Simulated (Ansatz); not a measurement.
```yaml
crystal:
  periodic: [false, false, false]
  atoms:
    - {symbol: Ta, position_ang: [-0.000048, 0.000000, 0.000000]}
    - {symbol: O, position_ang: [1.024037, 1.042945, 1.043834]}
    - {symbol: O, position_ang: [-1.023343, -1.045565, 1.042233]}
    - {symbol: O, position_ang: [-1.026250, 1.043122, -1.041823]}
    - {symbol: O, position_ang: [1.026103, -1.040501, -1.044244]}
basis:
  gaussian: {orbitals: def2-TZVP}
magnetization: {spin_polarized: true, initial_magnetization: 1}
hamiltonian: {xc: pbe0}
relax: {f_tol: 0.004, max_steps: 80}
```

```sh
$ ansatz run in.yaml --threads 1 --pin off --events-out ev --progress --plain --max-ram 2176MiB
```

Steps of the relaxation (energy above the last step; positions in Å, forces in eV/Å):

```
5
step 1, 790.5 meV
Ta    0.000    0.000    0.000    1.837   -3.022   -3.031
O     1.024    1.043    1.044    2.700    2.749    2.751
O    -1.023   -1.046    1.042   -2.090   -2.188    2.142
O    -1.026    1.043   -1.042   -2.096    2.144   -2.180
O     1.026   -1.041   -1.044   -0.350    0.317    0.318
```

```
5
step 2, 122.6 meV
Ta    0.007   -0.011   -0.011    1.571   -1.353   -1.358
O     1.093    1.094    1.094    0.510    0.411    0.411
O    -1.058   -1.113    1.077   -0.526   -0.587    0.474
O    -1.061    1.078   -1.109   -0.528    0.474   -0.585
O     1.019   -1.047   -1.051   -1.026    1.055    1.059
```

```
5
step 3, 4.4 meV
Ta    0.014   -0.007   -0.007    0.125    0.029    0.029
O     1.156    1.104    1.105   -0.053   -0.131   -0.132
O    -1.079   -1.162    1.076    0.011   -0.033   -0.008
O    -1.082    1.077   -1.158    0.011   -0.008   -0.033
O     0.991   -1.013   -1.016   -0.094    0.143    0.144
```

```
5
step 6, 0.0 meV
Ta   -0.001    0.001    0.001    0.001    0.001    0.001
O     1.171    1.087    1.088   -0.001   -0.001   -0.001
O    -1.080   -1.178    1.080   -0.001    0.000    0.000
O    -1.083    1.081   -1.174   -0.001    0.000    0.000
O     0.994   -0.992   -0.995    0.002   -0.001   -0.001
```

Close pairs at the end: Ta1–O5 1.723 Å, Ta1–O3 1.928 Å, Ta1–O4 1.928 Å, Ta1–O2 1.933 Å.

A stationary point of unrestricted PBE0 after 6 steps, with ⟨S²⟩ = 1.773 against 0.75 for a pure state; no frequencies were run, so it isn't proven a minimum. 6.5 min on 1 thread of Intel Xeon Platinum 8488C, shared host.
